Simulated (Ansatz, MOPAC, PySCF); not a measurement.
Reaction (SMILES): O=CO -> [OH] (HO) + [CH]=O (CHO) (the C-O bond breaks)

Wanted: bond dissociation energy (enthalpy at 298 K), in kcal/mol. Conventions: 6-311+G** with 5d; valence correlation only; no dispersion term unless named; non-relativistic; open shells spin-unrestricted; PM7 with its own dispersion and hydrogen-bond terms; no spin-orbit coupling; LANL2DZ all-electron up to Ne; 6-31G* and kin with 6d, 5d where marked. Basis-set limits of correlation are two-point, X^-3; Hartree-Fock from the larger set. Ab initio and DFT rows: single points at B3LYP-D3(BJ) geometries (Ansatz, a quantum-chemistry and plane-wave program), with unscaled harmonic terms from B3LYP/6-31G* at its own minima. Semi-empirical rows: MOPAC heats of formation at their own minima for 298 K. A UHF reference is markedly spin-contaminated in at least one set, which strains HF and MP2.

Measured values: G2/97 table in ASE (Curtiss et al.); G2/97 table in ASE (Curtiss et al.), the entry of HO doubted and unchecked; they hold spin-orbit and core effects, anharmonicity and other conformers. 

Value to compare with, the measured value: 109.9 kcal/mol.

```tsv
level	program	bond dissociation energy (enthalpy at 298 K) (kcal/mol)	error
PM7	MOPAC	93.8	-16.1
HF/LANL2DZ	Ansatz	63.4	-46.5
B3LYP/6-31G*	Ansatz	108.2	-1.7
B3LYP/def2-SVP	Ansatz	110.2	0.3
B3LYP/cc-pVDZ	Ansatz	107.3	-2.6
B3LYP/6-311+G**	Ansatz	103.3	-6.6
M06-2X/6-31G* (5d)	PySCF	114.6	4.7
wB97M-V/def2-TZVPD	Ansatz	109.1	-0.8
CCSD(T)/CBS(cc-pVTZ,cc-pVQZ)	Ansatz	109.6	-0.3
```

Among the 7 habitual levels, HF/LANL2DZ lies farthest from the measured value (-46.5 kcal/mol) and B3LYP/def2-SVP nearest (0.3); 2 of 7 lie above it, and their mean absolute error is 11.2 kcal/mol, the median 4.7. One case shows no general order.

The levels are drawn from those run, B3LYP/6-31G* more often than the rest, none by its result; runs whose electronic state is in doubt are left out.
